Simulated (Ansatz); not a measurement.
A relaxation, step by step

BSiH3F (SMILES FB[SiH2+]) (charge +1), singlet, PBE0-D4/def2-SVP (Ansatz 0.2.0). Settings:

```yaml
hamiltonian: {xc: pbe0, dispersion: d4}
relax: {f_tol: 0.002, max_steps: 80, max_displacement: 0.2}
```

Start (the SMILES describes the start alone):

```csv
atom,x (Å),y (Å),z (Å)
F1,-1.3011,-1.5165,0.3308
B2,-0.1611,-1.1249,-0.2653
Si3,0.1571,0.8338,0.0625
H4,0.3323,-1.7618,-0.9118
H5,1.3790,1.5920,-0.5820
H6,-0.5430,1.7525,0.8470
```

| step | energy less the last (meV) | largest force component (eV/Å) |
| --- | --- | --- |
| 1 | 885.3 | 5.645 |
| 2 | 304.0 | 2.415 |
| 3 | 81.2 | 0.363 |
| 4 | 66.8 | 0.263 |
| 5 (rejected trial) | 71.9 | 0.848 |
| 6 | 54.2 | 0.157 |
| 7 | 44.7 | 0.278 |
| 8 | 44.1 | 0.664 |
| 9 | 6.7 | 0.079 |
| 10 (rejected trial) | 7.7 | 0.278 |
| 11 | 3.7 | 0.029 |
| 12 | 1.5 | 0.210 |
| 13 (rejected trial) | 2.7 | 0.214 |
| 14 | 0.1 | 0.038 |
| 15 | 0.0 | 0.031 |
| 16 | 0.0 | 0.008 |
| 17 | 0.0 | 0.002 |
| 18 | 0.0 | 0.000 |

Step 7, positions (Å) and forces (eV/Å):

```
atom       x       y       z      Fx      Fy      Fz
  F1  -0.952  -1.675   0.681   0.177   0.112  -0.125
  B2  -0.261  -1.119  -0.263  -0.181  -0.278  -0.021
 Si3   0.205   0.894   0.040   0.103   0.228   0.076
  H4   0.084  -1.691  -1.272  -0.032   0.139   0.133
  H5   1.569   1.452  -0.219  -0.154  -0.079   0.039
  H6  -0.782   1.914   0.514   0.087  -0.123  -0.103
```

Step 11, positions (Å) and forces (eV/Å):

| atom | x | y | z | Fx | Fy | Fz |
| --- | --- | --- | --- | --- | --- | --- |
| F1 | -0.632 | -1.799 | 0.787 | 0.020 | -0.005 | -0.020 |
| B2 | -0.280 | -1.111 | -0.247 | -0.008 | 0.019 | 0.029 |
| Si3 | 0.203 | 0.888 | 0.058 | 0.019 | -0.023 | 0.007 |
| H4 | -0.217 | -1.546 | -1.368 | -0.014 | -0.009 | -0.009 |
| H5 | 1.605 | 1.382 | 0.063 | -0.005 | 0.000 | 0.009 |
| H6 | -0.816 | 1.962 | 0.189 | -0.013 | 0.018 | -0.016 |

Step 12, positions (Å) and forces (eV/Å):

```csv
atom,x,y,z,Fx,Fy,Fz
F1,-0.540,-1.835,0.799,0.023,0.145,-0.210
B2,-0.291,-1.106,-0.243,0.037,-0.171,0.137
Si3,0.199,0.888,0.065,-0.019,0.003,-0.013
H4,-0.299,-1.516,-1.380,-0.037,0.031,0.079
H5,1.606,1.366,0.139,-0.010,-0.006,0.007
H6,-0.812,1.978,0.102,0.006,-0.001,0.000
```

Last step (18):

```
6
angstrom
F -0.5114 -1.8405 0.7965
B -0.2851 -1.1085 -0.2419
Si 0.2028 0.8861 0.0636
H -0.3380 -1.5053 -1.3785
H 1.6053 1.3688 0.1702
H -0.8104 1.9746 0.0713
```

Hardware: 2 CPU threads, shared host. Wall time about 11 s.
